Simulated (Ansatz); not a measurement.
## BaTiO₃: experiment and calculation

**What was measured.**

From “X-ray diffractometry for the structure determination of a submicrometre single powder grain”, 2009, pmc:2678016, for a bulk crystal of BaTiO3 at 300 K: lattice constant a 3.9905 ± 0.0013 Å.

The runs below are set against these values where they give the same quantity.

Method: DFT r2SCAN, scalar-relativistic, plane waves, PAW in Ansatz 0.2.0.

Plane waves to 500 eV, a k mesh through Γ of 8×8×8 on the computed 5-atom cell and Gaussian smearing (0.02 eV); no spin polarisation.

Relaxed structure, symmetry kept:

```cif
data_structure
_symmetry_space_group_name_H-M 'P 1'
_symmetry_Int_Tables_number 1
_cell_length_a 3.9722
_cell_length_b 3.9722
_cell_length_c 4.1128
_cell_angle_alpha 90.000
_cell_angle_beta 90.000
_cell_angle_gamma 90.000
_cell_volume 64.89
loop_
_atom_site_label
_atom_site_type_symbol
_atom_site_fract_x
_atom_site_fract_y
_atom_site_fract_z
_atom_site_occupancy
Ba1 Ba 0.00000 0.00000 0.99559 1
Ti1 Ti 0.50000 0.50000 0.47749 1
O1 O 0.50000 0.50000 0.03460 1
O2 O 0.50000 0.00000 0.51766 1
O3 O 0.00000 0.50000 0.51766 1
```

| Item | Value |
| --- | --- |
| Space group | P4mm (No. 99) |
| Volume per atom | 12.98 Å³ |
| Formation energy from the elements' standard states (uncorrected) | -3.410 eV/atom |
| Generalised Kohn–Sham band gap | 2.23 eV, indirect from A to Γ |
| Löwdin character of the top 1 eV of the valence band | O 2p 94 % |
| Löwdin character of the lowest 1 eV of the conduction band | Ti 3d 86 %, O 2p 11 % |
| Electron masses at the edge by Cartesian direction of the standard setting (m_e; degenerate bands sorted by energy; no spin-orbit coupling) | x: 0.46; y: 0.46; z: 8.8 |
| Hole masses at the edge by Cartesian direction of the standard setting (m_e; degenerate bands sorted by energy; no spin-orbit coupling) | x: 0.84; y: 0.84; z: 23 |
| Bader charges (e) | Ba (1 in the cell) 1.58, Ti (1 in the cell) 2.30, O (1 in the cell) -1.26, O (2 in the cell) -1.31 |

Spin-orbit coupling is left out, which matters for the bands of heavy elements.

A ferromagnetic start lost its moments in a first run, so spin was left out; other magnetic orders weren't tried.

Against the measured lattice constant a of BaTiO3, 3.9905 Å (300 K; the paper above), the calculated 3.972 Å is off by -0.5 %. The calculation is for 0 K without zero-point motion.